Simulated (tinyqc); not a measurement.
Inside a calculation (part 1 of 2). Method: UHF in the sto-3g basis, for H2O, spin multiplicity 3. This run ends on a higher stationary point, not on the lowest solution. Computed by tinyqc, a small Python program that keeps every step (integrals from PySCF). Settings: charge = 0, multiplicity = 3, basis = sto-3g, energy threshold = 1e-09, iteration cap = 79, orthogonalisation = canonical, start = core, DIIS depth = 8, method = UHF. Command: `OMP_NUM_THREADS=1 python tinyqc.py 20172 20173 out.jsonl` (the two numbers bound the seeds that draw the settings). One thread of a shared host (Intel(R) Xeon(R) Processor @ 2.60GHz), about 0.2 s of CPU time with the checks. Later iterations appear only in the table of the cycle.

## One-electron integrals

Geometry (angstrom):
```
atom         x          y         z
O     0.000000   0.000000  0.000000
H     0.000000   0.783000  0.472000
H     0.000000  -0.783000  0.472000
```

Basis sto-3g: exponents (1/bohr^2) and contraction coefficients of normalised primitives:
```
element  l (shell)    exponent  coefficient
O            s (1)  130.709320     0.154329
O            s (1)   23.808861     0.535328
O            s (1)    6.443608     0.444635
O            s (2)    5.033151    -0.099967
O            s (2)    1.169596     0.399513
O            s (2)    0.380389     0.700115
O            p (3)    5.033151     0.155916
O            p (3)    1.169596     0.607684
O            p (3)    0.380389     0.391957
H            s (1)    3.425251     0.154329
H            s (1)    0.623914     0.535328
H            s (1)    0.168855     0.444635
```

Overlap, kinetic and nuclear-attraction integrals over the contracted functions; the nuclear repulsion is the sum of Za Zb / Rab.

nuclear repulsion = 9.59876898 hartree

overlap S, lower triangle:
```
           1O 1s     1O 2s    1O 2px     1O 2py    1O 2pz     2H 1s     3H 1s
1O 1s   1.000000
1O 2s   0.236704  1.000000
1O 2px  0.000000  0.000000  1.000000
1O 2py  0.000000  0.000000  0.000000   1.000000
1O 2pz  0.000000  0.000000  0.000000   0.000000  1.000000
2H 1s   0.059746  0.503388  0.000000   0.349362  0.210599  1.000000
3H 1s   0.059746  0.503388  0.000000  -0.349362  0.210599  0.233427  1.000000
```

kinetic energy T (hartree), lower triangle:
```
            1O 1s     1O 2s    1O 2px     1O 2py    1O 2pz     2H 1s     3H 1s
1O 1s   29.003200
1O 2s   -0.168011  0.808128
1O 2px   0.000000  0.000000  2.528731
1O 2py   0.000000  0.000000  0.000000   2.528731
1O 2pz   0.000000  0.000000  0.000000   0.000000  2.528731
2H 1s    0.000910  0.150285  0.000000   0.272666  0.164366  0.760032
3H 1s    0.000910  0.150285  0.000000  -0.272666  0.164366  0.004612  0.760032
```

nuclear attraction V (hartree), lower triangle:
```
             1O 1s       1O 2s      1O 2px      1O 2py      1O 2pz      2H 1s      3H 1s
1O 1s   -61.776061
1O 2s    -7.457089  -10.189507
1O 2px    0.000000    0.000000  -10.024320
1O 2py    0.000000    0.000000    0.000000  -10.226952
1O 2pz   -0.017569   -0.203032    0.000000    0.000000  -10.097952
2H 1s    -1.939913   -4.163840    0.000000   -2.583896   -1.620166  -5.994696
3H 1s    -1.939913   -4.163840    0.000000    2.583896   -1.620166  -1.571296  -5.994696
```

core Hamiltonian H = T + V (hartree), lower triangle:
```
             1O 1s      1O 2s     1O 2px     1O 2py     1O 2pz      2H 1s      3H 1s
1O 1s   -32.772862
1O 2s    -7.625100  -9.381379
1O 2px    0.000000   0.000000  -7.495589
1O 2py    0.000000   0.000000   0.000000  -7.698221
1O 2pz   -0.017569  -0.203032   0.000000   0.000000  -7.569221
2H 1s    -1.939003  -4.013555   0.000000  -2.311230  -1.455800  -5.234664
3H 1s    -1.939003  -4.013555   0.000000   2.311230  -1.455800  -1.566684  -5.234664
```

## Two-electron integrals

Functions are numbered as in S; the eight-fold symmetry (ij|kl) = (ji|kl) = (kl|ij) leaves the list below.

Two-electron integrals (ij|kl) in chemists' order, unique and non-zero (hartree):
```
(11|11) 4.785065    (21|11) 0.741380    (21|21) 0.136873    (22|11) 1.118947
(22|21) 0.256633    (22|22) 0.817206    (31|31) 0.024477    (32|31) 0.037809
(32|32) 0.180518    (33|11) 1.115814    (33|21) 0.256684    (33|22) 0.817023
(33|33) 0.880159    (41|41) 0.024477    (42|41) 0.037809    (42|42) 0.180518
(43|43) 0.047444    (44|11) 1.115814    (44|21) 0.256684    (44|22) 0.817023
(44|33) 0.785270    (44|44) 0.880159    (51|51) 0.024477    (52|51) 0.037809
(52|52) 0.180518    (53|53) 0.047444    (54|54) 0.047444    (55|11) 1.115814
(55|21) 0.256684    (55|22) 0.817023    (55|33) 0.785270    (55|44) 0.785270
(55|55) 0.880159    (61|11) 0.190408    (61|21) 0.034826    (61|22) 0.064775
(61|33) 0.064655    (61|41) 0.001362    (61|42) 0.002537    (61|44) 0.064925
(61|51) 0.000821    (61|52) 0.001529    (61|54) 0.000163    (61|55) 0.064753
(61|61) 0.008974    (62|11) 0.434339    (62|21) 0.100738    (62|22) 0.351804
(62|33) 0.346085    (62|41) 0.006417    (62|42) 0.047720    (62|44) 0.358431
(62|51) 0.003868    (62|52) 0.028766    (62|54) 0.007443    (62|55) 0.350571
(62|61) 0.026068    (62|62) 0.182942    (63|31) 0.010885    (63|32) 0.062097
(63|43) 0.010073    (63|53) 0.006072    (63|63) 0.027005    (64|11) 0.257061
(64|21) 0.060431    (64|22) 0.225468    (64|33) 0.215094    (64|41) 0.014289
(64|42) 0.091351    (64|44) 0.243111    (64|51) 0.002052    (64|52) 0.017635
(64|54) 0.010817    (64|55) 0.217954    (64|61) 0.016374    (64|62) 0.142427
(64|64) 0.136717    (65|11) 0.154959    (65|21) 0.036429    (65|22) 0.135914
(65|33) 0.129661    (65|41) 0.002052    (65|42) 0.017635    (65|44) 0.134405
(65|51) 0.012122    (65|52) 0.072727    (65|54) 0.012933    (65|55) 0.143530
(65|61) 0.009870    (65|62) 0.085856    (65|64) 0.066135    (65|65) 0.066872
(66|11) 0.552974    (66|21) 0.130331    (66|22) 0.518955    (66|33) 0.497795
(66|41) 0.011378    (66|42) 0.114007    (66|44) 0.543904    (66|51) 0.006859
(66|52) 0.068725    (66|54) 0.027795    (66|55) 0.514550    (66|61) 0.034079
(66|62) 0.330089    (66|64) 0.293816    (66|65) 0.177115    (66|66) 0.774606
(71|11) 0.190408    (71|21) 0.034826    (71|22) 0.064775    (71|33) 0.064655
(71|41) -0.001362   (71|42) -0.002537   (71|44) 0.064925    (71|51) 0.000821
(71|52) 0.001529    (71|54) -0.000163   (71|55) 0.064753    (71|61) 0.008815
(71|62) 0.025135    (71|64) 0.014359    (71|65) 0.009522    (71|66) 0.032364
(71|71) 0.008974    (72|11) 0.434339    (72|21) 0.100738    (72|22) 0.351804
(72|33) 0.346085    (72|41) -0.006417   (72|42) -0.047720   (72|44) 0.358431
(72|51) 0.003868    (72|52) 0.028766    (72|54) -0.007443   (72|55) 0.350571
(72|61) 0.025135    (72|62) 0.147131    (72|64) 0.078859    (72|65) 0.066995
(72|66) 0.217640    (72|71) 0.026068    (72|72) 0.182942    (73|31) 0.010885
(73|32) 0.062097    (73|43) -0.010073   (73|53) 0.006072    (73|63) 0.020946
(73|73) 0.027005    (74|11) -0.257061   (74|21) -0.060431   (74|22) -0.225468
(74|33) -0.215094   (74|41) 0.014289    (74|42) 0.091351    (74|44) -0.243111
(74|51) -0.002052   (74|52) -0.017635   (74|54) 0.010817    (74|55) -0.217954
(74|61) -0.014359   (74|62) -0.078859   (74|64) -0.021787   (74|65) -0.035062
(74|66) -0.102544   (74|71) -0.016374   (74|72) -0.142427   (74|74) 0.136717
(75|11) 0.154959    (75|21) 0.036429    (75|22) 0.135914    (75|33) 0.129661
(75|41) -0.002052   (75|42) -0.017635   (75|44) 0.134405    (75|51) 0.012122
(75|52) 0.072727    (75|54) -0.012933   (75|55) 0.143530    (75|61) 0.009522
(75|62) 0.066995    (75|64) 0.035062    (75|65) 0.050979    (75|66) 0.108626
(75|71) 0.009870    (75|72) 0.085856    (75|74) -0.066135   (75|75) 0.066872
(76|11) 0.158555    (76|21) 0.037024    (76|22) 0.137912    (76|33) 0.135238
(76|44) 0.138449    (76|51) 0.002342    (76|52) 0.019872    (76|55) 0.139907
(76|61) 0.009448    (76|62) 0.068640    (76|64) 0.046101    (76|65) 0.036221
(76|66) 0.122848    (76|71) 0.009448    (76|72) 0.068640    (76|74) -0.046101
(76|75) 0.036221    (76|76) 0.030485    (77|11) 0.552974    (77|21) 0.130331
(77|22) 0.518955    (77|33) 0.497795    (77|41) -0.011378   (77|42) -0.114007
(77|44) 0.543904    (77|51) 0.006859    (77|52) 0.068725    (77|54) -0.027795
(77|55) 0.514550    (77|61) 0.032364    (77|62) 0.217640    (77|64) 0.102544
(77|65) 0.108626    (77|66) 0.332566    (77|71) 0.034079    (77|72) 0.330089
(77|74) -0.293816   (77|75) 0.177115    (77|76) 0.122848    (77|77) 0.774606
```

## Orthogonalisation

S = U s U^T; canonical form X = U s^(-1/2), so that X^T S X = 1. Each column of U has its largest component positive (the first on a tie).

eigenvalues of S: 0.317291  0.375616  0.897595  1.000000  1.075371  1.390957  1.943170

X:
```
                1          2          3         4          5          6         7
1O 1s   -0.300172   0.000000   0.770377  0.000000  -0.603340   0.000000  0.155937
1O 2s    1.262229   0.000000  -0.254945  0.000000  -0.254120   0.000000  0.434410
1O 2px   0.000000   0.000000   0.000000  1.000000   0.000000   0.000000  0.000000
1O 2py   0.000000   1.012480   0.000000  0.000000   0.000000   0.664910  0.000000
1O 2pz   0.484529   0.000000   0.638312  0.000000   0.686398   0.000000  0.165368
2H 1s   -0.785361  -0.904759  -0.155192  0.000000   0.122827   0.372037  0.370303
3H 1s   -0.785361   0.904759  -0.155192  0.000000   0.122827  -0.372037  0.370303
```

## Starting guess

The start is the orbitals of the core Hamiltonian; D(s) = C_occ C_occ^T for each spin.

D(alpha) at the start, lower triangle:
```
            1O 1s      1O 2s    1O 2px     1O 2py     1O 2pz      2H 1s     3H 1s
1O 1s    1.068248
1O 2s   -0.311676   1.418198
1O 2px   0.000000   0.000000  1.000000
1O 2py   0.000000   0.000000  0.000000   1.467222
1O 2pz  -0.026856   0.170169  0.000000   0.000000   1.077841
2H 1s    0.047236  -0.212433  0.000000  -0.668680  -0.116422   0.996644
3H 1s    0.047236  -0.212433  0.000000   0.668680  -0.116422  -0.917359  0.996644
```

D(beta) at the start, lower triangle:
```
            1O 1s      1O 2s    1O 2px     1O 2py     1O 2pz      2H 1s     3H 1s
1O 1s    1.068248
1O 2s   -0.311676   1.418198
1O 2px   0.000000   0.000000  0.000000
1O 2py   0.000000   0.000000  0.000000   1.258576
1O 2pz  -0.026856   0.170169  0.000000   0.000000   1.077841
2H 1s    0.047236  -0.212433  0.000000  -0.231921  -0.116422   0.082379
3H 1s    0.047236  -0.212433  0.000000   0.231921  -0.116422  -0.003095  0.082379
```

## Iteration 1: building the Fock matrix

J_ij = sum D_kl (ij|kl) with D = D(alpha) + D(beta), K_ij = sum D_kl (ik|jl) for each spin; F = H + J - K(s); E = tr D H + tr D J / 2 - 0.5 sum_s tr D(s) K(s) + E_nn.

Coulomb J (hartree), lower triangle:
```
            1O 1s     1O 2s    1O 2px     1O 2py    1O 2pz     2H 1s     3H 1s
1O 1s   18.200314
1O 2s    3.454348  8.547736
1O 2px   0.000000  0.000000  8.460722
1O 2py   0.000000  0.000000  0.000000   8.591848
1O 2pz   0.008650  0.050969  0.000000   0.000000  8.567139
2H 1s    0.879054  3.622301  0.000000   2.300739  1.403053  5.295176
3H 1s    0.879054  3.622301  0.000000  -2.300739  1.403053  1.407359  5.295176
```

exchange K(alpha) (hartree), lower triangle:
```
            1O 1s     1O 2s    1O 2px     1O 2py    1O 2pz     2H 1s     3H 1s
1O 1s    4.934461
1O 2s    0.865176  1.458924
1O 2px   0.000000  0.000000  1.194418
1O 2py   0.000000  0.000000  0.000000   1.230836
1O 2pz  -0.000579  0.011801  0.000000   0.000000  1.203141
2H 1s    0.228393  0.574648  0.000000   0.328870  0.187128  0.611897
3H 1s    0.228393  0.574648  0.000000  -0.328870  0.187128  0.104524  0.611897
```

exchange K(beta) (hartree), lower triangle:
```
           1O 1s      1O 2s    1O 2px     1O 2py    1O 2pz     2H 1s     3H 1s
1O 1s   4.906964
1O 2s   0.825595   1.258629
1O 2px  0.000000   0.000000  0.310879
1O 2py  0.000000   0.000000  0.000000   1.134644
1O 2pz  0.000719  -0.000782  0.000000   0.000000  1.139331
2H 1s   0.218808   0.468241  0.000000   0.236305  0.141893  0.261314
3H 1s   0.218808   0.468241  0.000000  -0.236305  0.141893  0.146115  0.261314
```

F(alpha) (hartree), lower triangle:
```
             1O 1s      1O 2s     1O 2px     1O 2py     1O 2pz      2H 1s      3H 1s
1O 1s   -19.507008
1O 2s    -5.035928  -2.292567
1O 2px    0.000000   0.000000  -0.229285
1O 2py    0.000000   0.000000   0.000000  -0.337209
1O 2pz   -0.008341  -0.163864   0.000000   0.000000  -0.205223
2H 1s    -1.288342  -0.965903   0.000000  -0.339362  -0.239875  -0.551385
3H 1s    -1.288342  -0.965903   0.000000   0.339362  -0.239875  -0.263849  -0.551385
```

F(beta) (hartree), lower triangle:
```
             1O 1s      1O 2s    1O 2px     1O 2py     1O 2pz      2H 1s      3H 1s
1O 1s   -19.479511
1O 2s    -4.996347  -2.092272
1O 2px    0.000000   0.000000  0.654254
1O 2py    0.000000   0.000000  0.000000  -0.241017
1O 2pz   -0.009638  -0.151281  0.000000   0.000000  -0.141413
2H 1s    -1.278758  -0.859495  0.000000  -0.246797  -0.194640  -0.200802
3H 1s    -1.278758  -0.859495  0.000000   0.246797  -0.194640  -0.305440  -0.200802
```

total energy of this density = -73.43014648 hartree

## Iteration 1: diagonalisation and new density

Diagonalise F' = X^T F X, C = X C', fill 6 alpha and 4 beta electrons from the bottom; D(s) = C_occ C_occ^T. Each column has its largest component positive (the first on a tie).

F' = X^T F X (alpha) (hartree), lower triangle:
```
           1         2          3          4          5          6          7
1   0.134286
2   0.000000  0.427063
3   1.298003  0.000000  -9.267345
4   0.000000  0.000000   0.000000  -0.229285
5  -0.956005  0.000000   8.637510   0.000000  -8.428808
6   0.000000  0.119207   0.000000   0.000000   0.000000  -0.564473
7   0.044623  0.000000  -4.004149   0.000000   3.941675   0.000000  -2.820249
```

orbital energies (alpha) (hartree): MO1 -19.518470, MO2 -1.107057, MO3 -0.578603, MO4 -0.229285, MO5 -0.216756, MO6 0.441193, MO7 0.460167

coefficients C (alpha):
```
              MO1        MO2        MO3       MO4        MO5        MO6        MO7
1O 1s    0.993085  -0.243423   0.000000  0.000000   0.091875   0.000000  -0.134181
1O 2s    0.031689   0.879408   0.000000  0.000000  -0.470355   0.000000   0.957033
1O 2px   0.000000   0.000000   0.000000  1.000000   0.000000   0.000000   0.000000
1O 2py   0.000000   0.000000   0.541108  0.000000   0.000000   1.083709   0.000000
1O 2pz   0.003691   0.159245   0.000000  0.000000   0.846549   0.000000   0.631413
2H 1s   -0.007467   0.114326   0.475951  0.000000   0.221576  -0.854676  -0.854907
3H 1s   -0.007467   0.114326  -0.475951  0.000000   0.221576   0.854676  -0.854907
```

F' = X^T F X (beta) (hartree), lower triangle:
```
           1          2          3         4          5          6          7
1   0.356057
2   0.000000   0.828555
3   1.310173   0.000000  -9.223712
4   0.000000   0.000000   0.000000  0.654254
5  -1.030330   0.000000   8.650587  0.000000  -8.358526
6   0.000000  -0.121687   0.000000  0.000000   0.000000  -0.321791
7   0.013293   0.000000  -4.047842  0.000000   3.955845   0.000000  -2.606431
```

orbital energies (beta) (hartree): MO1 -19.489113, MO2 -0.909577, MO3 -0.334522, MO4 -0.128302, MO5 0.654254, MO6 0.694379, MO7 0.841287

coefficients C (beta):
```
              MO1        MO2        MO3        MO4       MO5        MO6        MO7
1O 1s    0.993726  -0.243559   0.000000   0.078215  0.000000  -0.137799   0.000000
1O 2s    0.028813   0.894445   0.000000  -0.373532  0.000000   0.985455   0.000000
1O 2px   0.000000   0.000000   0.000000   0.000000  1.000000   0.000000   0.000000
1O 2py   0.000000   0.000000   0.766656   0.000000  0.000000   0.000000  -0.937796
1O 2pz   0.003428   0.173898   0.000000   0.906632  0.000000   0.537090   0.000000
2H 1s   -0.006700   0.099975   0.275872   0.130854  0.000000  -0.875171   0.938561
3H 1s   -0.006700   0.099975  -0.275872   0.130854  0.000000  -0.875171  -0.938561
```

D(alpha) after iteration 1, lower triangle:
```
            1O 1s      1O 2s    1O 2px     1O 2py    1O 2pz      2H 1s     3H 1s
1O 1s    1.053914
1O 2s   -0.225812   0.995597
1O 2px   0.000000   0.000000  1.000000
1O 2py   0.000000   0.000000  0.000000   1.467222
1O 2pz   0.042678  -0.258021  0.000000   0.000000  0.742017
2H 1s   -0.014888  -0.003917  0.000000  -0.668680  0.205753   1.019223
3H 1s   -0.014888  -0.003917  0.000000   0.668680  0.205753  -0.894779  1.019223
```

D(beta) after iteration 1, lower triangle:
```
            1O 1s      1O 2s    1O 2px     1O 2py    1O 2pz      2H 1s     3H 1s
1O 1s    1.052930
1O 2s   -0.218434   0.940387
1O 2px   0.000000   0.000000  0.000000
1O 2py   0.000000   0.000000  0.000000   0.587762
1O 2pz   0.031965  -0.183015  0.000000   0.000000  0.852234
2H 1s   -0.020773   0.040351  0.000000   0.211499  0.135999   0.103268
3H 1s   -0.020773   0.040351  0.000000  -0.211499  0.135999  -0.048942  0.103268
```

## Iteration 2: building the Fock matrix

As before.

Coulomb J (hartree), lower triangle:
```
            1O 1s     1O 2s    1O 2px     1O 2py    1O 2pz     2H 1s     3H 1s
1O 1s   17.496652
1O 2s    3.302295  8.230312
1O 2px   0.000000  0.000000  8.137723
1O 2py   0.000000  0.000000  0.000000   8.292295
1O 2pz  -0.005453  0.034336  0.000000   0.000000  8.237282
2H 1s    0.840070  3.531230  0.000000   2.267375  1.379731  5.309140
3H 1s    0.840070  3.531230  0.000000  -2.267375  1.379731  1.385882  5.309140
```

exchange K(alpha) (hartree), lower triangle:
```
            1O 1s      1O 2s    1O 2px     1O 2py    1O 2pz     2H 1s     3H 1s
1O 1s    4.910715
1O 2s    0.857749   1.415429
1O 2px   0.000000   0.000000  1.167418
1O 2py   0.000000   0.000000  0.000000   1.236529
1O 2pz  -0.000503  -0.051534  0.000000   0.000000  1.085352
2H 1s    0.224286   0.632860  0.000000   0.354006  0.256791  0.766388
3H 1s    0.224286   0.632860  0.000000  -0.354006  0.256791  0.194638  0.766388
```

exchange K(beta) (hartree), lower triangle:
```
           1O 1s      1O 2s    1O 2px     1O 2py    1O 2pz     2H 1s     3H 1s
1O 1s   4.870806
1O 2s   0.804132   1.188254
1O 2px  0.000000   0.000000  0.271803
1O 2py  0.000000   0.000000  0.000000   0.992252
1O 2pz  0.002097  -0.024617  0.000000   0.000000  1.065574
2H 1s   0.211910   0.550937  0.000000   0.356262  0.221976  0.540944
3H 1s   0.211910   0.550937  0.000000  -0.356262  0.221976  0.187880  0.540944
```

F(alpha) (hartree), lower triangle:
```
             1O 1s      1O 2s     1O 2px     1O 2py     1O 2pz      2H 1s      3H 1s
1O 1s   -20.186925
1O 2s    -5.180555  -2.566497
1O 2px    0.000000   0.000000  -0.525284
1O 2py    0.000000   0.000000   0.000000  -0.642456
1O 2pz   -0.022519  -0.117162   0.000000   0.000000  -0.417291
2H 1s    -1.323219  -1.115186   0.000000  -0.397861  -0.332860  -0.691911
3H 1s    -1.323219  -1.115186   0.000000   0.397861  -0.332860  -0.375439  -0.691911
```

F(beta) (hartree), lower triangle:
```
             1O 1s      1O 2s    1O 2px     1O 2py     1O 2pz      2H 1s      3H 1s
1O 1s   -20.147016
1O 2s    -5.126938  -2.339321
1O 2px    0.000000   0.000000  0.370331
1O 2py    0.000000   0.000000  0.000000  -0.398179
1O 2pz   -0.025119  -0.144079  0.000000   0.000000  -0.397513
2H 1s    -1.310843  -1.033263  0.000000  -0.400117  -0.298045  -0.466468
3H 1s    -1.310843  -1.033263  0.000000   0.400117  -0.298045  -0.368682  -0.466468
```

total energy of this density = -74.34277585 hartree
